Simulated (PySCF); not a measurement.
Run record: geometry optimisation, `FO` (FHO).

Method: PBE0-D3(BJ)/def2-SVP geometry optimisation, gas phase (PySCF 2.14.0). Start geometry: GFN2-xTB. The input is one job of a driver script: a line of settings, then coordinates in Å.

Input:
```
{"job": {"xc": "PBE0", "basis": "def2-SVP", "d3": "d3bj", "grid": 1, "kind": "geom"}, "charge": 0, "multiplicity": 1}
O     -0.192174     0.463719    -0.002203
F      1.027498    -0.192510    -0.011552
H     -0.823843    -0.273748     0.001202
```

Task: Give the output.

Result: 
```
step   0  E = -175.21721027  max force = 0.012121
step   1  E = -175.21768694  max force = 0.003008
step   2  E = -175.21770635  max force = 0.001741
step   3  E = -175.21771440  max force = 0.000344
optimisation converged
```

Energies in Eh; «max force» is the largest Cartesian gradient component in Eh/bohr.

Task: Give the first gradient maximum in eV/Å.

Result: With 1 Eh/bohr = 51.422 eV/Å, 0.623 eV/Å.

Task: How much energy does the optimisation release, in eV?

Result: E(step 0) − E(last step) = 0.000504 Eh, which is 0.014 eV.

In short: final energy -175.21771 Eh after 3 steps; dipole 2.02 D.

Task: Give the final coordinates.

Result: 0.019 Å rms from the input after alignment:
```
atom  x, y, z in Å
O1    -0.2063    0.4794    0.0245
F2     0.9978   -0.2196    0.1886
H3    -0.7792   -0.2630   -0.2271
```

On one thread of an Arm Neoverse V1, shared host with 32 logical CPUs at a one-minute load of 17, this took 1.3 s and 0.24 GiB of memory at its peak.
Labels such as C1 count atoms from 1, the log's own numbers from 0.
